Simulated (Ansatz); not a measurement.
# BH5O: the cost of one run

Method: UKS revPBE/def2-SVP, in Ansatz 0.2.0.

### Step 1. The structure to begin with

Bond lengths: B1–H3 1.163 Å, B1–H4 1.166 Å, B1–O6 1.748 Å, O6–H7 0.957 Å. Angles: H3–B1–H4 123.5°, H3–B1–O6 109.0°, H4–B1–O6 110.9°, B1–O6–H7 107.3°.

As a file:

```xyz
7

B    -0.5926   -0.0123   -0.2408
H     0.1509   -1.3265   -0.3150
H    -0.9103    0.3532   -1.2981
H    -1.3007    0.0038    0.6859
H     0.7277   -0.5634   -0.0758
O     0.9650    0.6748    0.1537
H     0.9599    0.8704    1.0901
```

### Step 2. Run 1

150 steps of 0.5 fs at constant energy, with velocities drawn for 1000 K.

Input file input.yaml:

```yaml
crystal:
  periodic: [false, false, false]
  atoms:
    - { symbol: B, position_ang: [-0.5926, -0.0123, -0.2408] }
    - { symbol: H, position_ang: [0.1509, -1.3265, -0.315] }
    - { symbol: H, position_ang: [-0.9103, 0.3532, -1.2981] }
    - { symbol: H, position_ang: [-1.3007, 0.0038, 0.6859] }
    - { symbol: H, position_ang: [0.7277, -0.5634, -0.0758] }
    - { symbol: O, position_ang: [0.965, 0.6748, 0.1537] }
    - { symbol: H, position_ang: [0.9599, 0.8704, 1.0901] }
magnetization:
  spin_polarized: true
basis:
  gaussian: { orbitals: def2-SVP }
hamiltonian:
  xc: revpbe
md:
  timestep: 0.5
  n_steps: 150
  ensemble: nve
  temperature: 1000.0
  initial_velocities: maxwell_boltzmann
  seed: 334280
```

Command:

```bash
$ ansatz run input.yaml --threads 1 --pin off --max-ram 2048MiB --backend cpu --events-out ev --progress --plain --runs-dir out
```

**Question.** How long does this run take on 1 thread of Intel Xeon Platinum 8259CL at 2.50GHz (Skylake/Cascade Lake), shared host, and how much memory does it need?

About 5.1 min, with a peak of 0.12 GiB.
